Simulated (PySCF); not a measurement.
# Telling isomers of C3H6 apart by NMR

[PySCF 2.14: PBE0/pcSseg-1 with gauge-including orbitals; GFN2-xTB structure; B3LYP/pcJ-1 coupling constants; isolated molecule; a single conformation; no relativistic terms; fast rotation and ring inversion assumed for equivalent nuclei]

Shifts are taken against calculated references (same method and geometry level): ¹H and ¹³C against TMS. Multiplet labels drop J under 1 Hz and among equivalent protons, and merge close values. Unscaled 3J(H,H) run several per cent high. Shifts are as computed. Against solution values, carbons near 30 ppm lie about +3 ppm off and those near 130 ppm about +5 ppm. Of 1211 compounds with measured shifts, 218 miss one by over three times the rms of a fit or turn the order of signals round; such compounds aren't used in these exercises.

(1) Tabulate the signals of `C1CC1`, `C=CC` and their relative energies.

(2) What is the quickest way to tell C1CC1 from C=CC?

## Answers

(1) 
```tsv
SMILES	carbon types	δC	δH	E rel. (kcal/mol)
C1CC1	3×CH2	-1.3	0.26 (s, 6H)	3.9
C=CC	1×CH 1×CH2 1×CH3	142.9, 121.7, 23.7	6.16 (ddq, 1H), 5.41 (dq, 1H), 5.24 (dq, 1H), 1.87 (dt, 3H)	0.0
```

Energies are electronic energies at PBE0/pcSseg-1 on these geometries, without zero-point or thermal terms, each for the one conformer computed, which needn't be the lowest.

(2) Count the carbon signals: 1 against 3. The first has a three-membered-ring carbon (CH2) at -1.3 ppm, the second an alkene CH at 142.9 ppm. In the proton spectra the most deshielded non-exchanging signals are 0.26 (s, 6H) and 6.16 (ddq, J = 17.9, 11.3, 7.2 Hz, 1H).
